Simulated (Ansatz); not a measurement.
Here is an Ansatz input file for C3H4N2, SMILES CN=C=C=N. Write the same calculation for the Python package.

```yaml
crystal:
  periodic: [false, false, false]
  atoms:
    - { symbol: C, position_ang: [0.4944, -1.5618, -0.5634] }
    - { symbol: "N", position_ang: [0.6235, -0.6429, 0.5845] }
    - { symbol: C, position_ang: [0.0349, 0.3927, 0.496] }
    - { symbol: C, position_ang: [-0.4237, 1.4631, 0.4477] }
    - { symbol: "N", position_ang: [-1.0492, 2.4791, 0.3719] }
    - { symbol: H, position_ang: [-0.6086, -1.7647, -0.7207] }
    - { symbol: H, position_ang: [1.0285, -2.4433, -0.4065] }
    - { symbol: H, position_ang: [0.8705, -1.0385, -1.4986] }
    - { symbol: H, position_ang: [-0.8818, 3.07, 1.272] }
basis:
  gaussian:
    orbitals: cc-pVDZ
hamiltonian:
  xc: cam_b3lyp
output:
  orbitals: {}
  forces: true
```

`energy_c3h4n2.py`
```python
# -*- coding: utf-8 -*-
"""Electronic structure of the C3H4N2 molecule."""

from pathlib import Path

import ansatz
import numpy as np


def main():
    c3h4n2 = (
        ansatz.Crystal.molecule()
        .atom("C", [0.4944, -1.5618, -0.5634])
        .atom("N", [0.6235, -0.6429, 0.5845])
        .atom("C", [0.0349, 0.3927, 0.496])
        .atom("C", [-0.4237, 1.4631, 0.4477])
        .atom("N", [-1.0492, 2.4791, 0.3719])
        .atom("H", [-0.6086, -1.7647, -0.7207])
        .atom("H", [1.0285, -2.4433, -0.4065])
        .atom("H", [0.8705, -1.0385, -1.4986])
        .atom("H", [-0.8818, 3.07, 1.272])
    )

    calculation = c3h4n2.calculation()
    calculation = calculation.basis(gaussian="cc-pVDZ")
    calculation = calculation.functional("cam_b3lyp")
    calculation = calculation.forces().orbitals()
    outcome = calculation.run(threads=1, runs_dir="out")
    data = outcome.report

    print("reference energy %16.6f eV" % data["reference_energy_ev"])
    print("total energy     %16.6f eV" % data["free_energy_ev"])
    print("occupied orbitals outside the frozen core (up, down):", data["n_occupied"], " frozen:", data["n_frozen"], " virtual:", data["n_virtual"])

    symbols = [site.symbol for site in c3h4n2.cartesian_sites]
    print("forces (eV/A)")
    for symbol, f in zip(symbols, data["forces_ev_ang"]):
        print(f"  {symbol:2s} {f[0]:9.4f} {f[1]:9.4f} {f[2]:9.4f}")

    charges = data["charge_distribution"]
    print("dipole moment", round(4.803205 * float(np.linalg.norm(charges["dipole_moment_e_ang"])), 3), "D")
    print("Mulliken:", [(s, round(q, 3)) for s, q in zip(symbols, charges["mulliken_charges_e"])])

    lines = Path(data["orbitals_path"]).read_text().splitlines()
    field_of = lambda key: [line.split("=")[1].strip() for line in lines if line.startswith(key)]
    orbitals = [(27.211386 * float(e), s, float(n)) for e, s, n in zip(field_of("Ene="), field_of("Spin="), field_of("Occup="))]
    homo = max(e for e, _, n in orbitals if n > 0.5)
    lumo = min(e for e, _, n in orbitals if n < 0.5)
    print(f"HOMO {homo:.3f} eV, LUMO {lumo:.3f} eV, gap {lumo - homo:.3f} eV")


if __name__ == "__main__":
    main()
```

```console
$ python energy_c3h4n2.py
reference energy     -6148.782264 eV
total energy         -6148.782264 eV
occupied orbitals outside the frozen core (up, down): [18, 18]  frozen: 0  virtual: [72, 72]
forces (eV/A)
  C    -1.7779    2.4268   -1.0239
  N     2.2105   -4.5254    0.0179
  C     3.4996   -7.1849    0.0506
  C    -3.2343    6.9691    0.0862
  N    -2.0108    5.5568    1.2645
  H     0.9869   -0.0869    0.0147
  H     1.0386   -1.8024    0.3795
  H    -0.2950   -0.5586    0.7933
  H    -0.4176   -0.7945   -1.5827
dipole moment 0.636 D
Mulliken: [('C', 0.044), ('N', -0.128), ('C', 0.034), ('C', -0.069), ('N', -0.129), ('H', 0.049), ('H', 0.027), ('H', 0.048), ('H', 0.125)]
HOMO -7.210 eV, LUMO -0.990 eV, gap 6.220 eV
```

Reading the output:
- Total energies depend on the basis set; only differences at equal settings carry meaning.
- The geometry is a force-field or estimated start, not a minimum of this method, and the basis set is short of its limit.
- Levels such as HOMO and LUMO are orbital energies: with these approximate functionals they aren't the ionisation energy and electron affinity, and their gap isn't the fundamental gap.
- Hardware and time: 1.8 s on 1 thread of AMD EPYC 9R45 96-Core Processor (Zen 5), on a shared host, peak memory 0.25 GiB.

(A comment or docstring line of the script was reworded after the run, the code is as it ran; lines on the test bed's own set-up are left out of the output.)
